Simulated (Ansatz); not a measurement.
in.yaml

```yaml
crystal:
  periodic: [false, false, false]
  atoms:
    - {symbol: In, position_ang: [0.000000, 0.019928, -0.038062]}
    - {symbol: H, position_ang: [0.000000, -2.061735, -0.322456]}
    - {symbol: H, position_ang: [0.384545, -0.104146, 2.329142]}
    - {symbol: H, position_ang: [-0.384545, -0.104146, 2.329142]}
basis:
  gaussian: {orbitals: def2-SVP}
magnetization: {spin_polarized: false, initial_magnetization: 2}
correlation: {method: fci, electrons: outside_noble_gas}
```

```sh
$ ansatz run in.yaml --threads 1 --pin off --events-out ev --progress --plain --max-ram 2393MiB
```

Output:

```
873 factors; integrals over basis functions are off by at most 2.2e-7 eV
mean field evaluation 1: about -5191.9855 eV, gradient 6.8e0 eV
mean field evaluation 2: about -5192.0100 eV, gradient 6.8e0 eV
mean field evaluation 4: about -5192.5527 eV, gradient 9.4e-1 eV
mean field evaluation 8: about -5192.5762 eV, gradient 4.2e-1 eV
mean field evaluation 16: about -5192.6185 eV, gradient 8.9e-5 eV
mean field -5192.61849936 eV, -190.8252101682 hartree, gradient 3.1e-6 eV, S^2 2.000000; 2 other end points of the search recorded, 0 dependent functions left out
mean field evaluation 32: about -5192.0220 eV, gradient 6.3e0 eV
9 core orbitals not correlated: weight in the atoms' cores, before any rotation towards them, 0.998 or more for the frozen orbitals, at most 0.001 for the correlated occupied ones
reference -5192.61849936 eV, -190.8252101682 hartree; 4, 2 occupied and 28, 30 virtual orbitals, 873 factors
state -5195.18037030 eV, -190.9193571888 hartree
Total energy: -5195.18037030 eV, -190.9193571888 hartree
```

Natural occupations: 1.9634 1.9130 0.9951 0.9863 0.0508 0.0228 0.0216 0.0066 0.0063 0.0054 0.0051 0.0046 0.0043 0.0037 0.0030 0.0023 0.0019 0.0009 0.0006 0.0005 0.0004 0.0004 0.0003 0.0002.

Ran on 1 thread of AMD EPYC, shared host: 2.3 min wall, 1.3 GiB peak host memory.
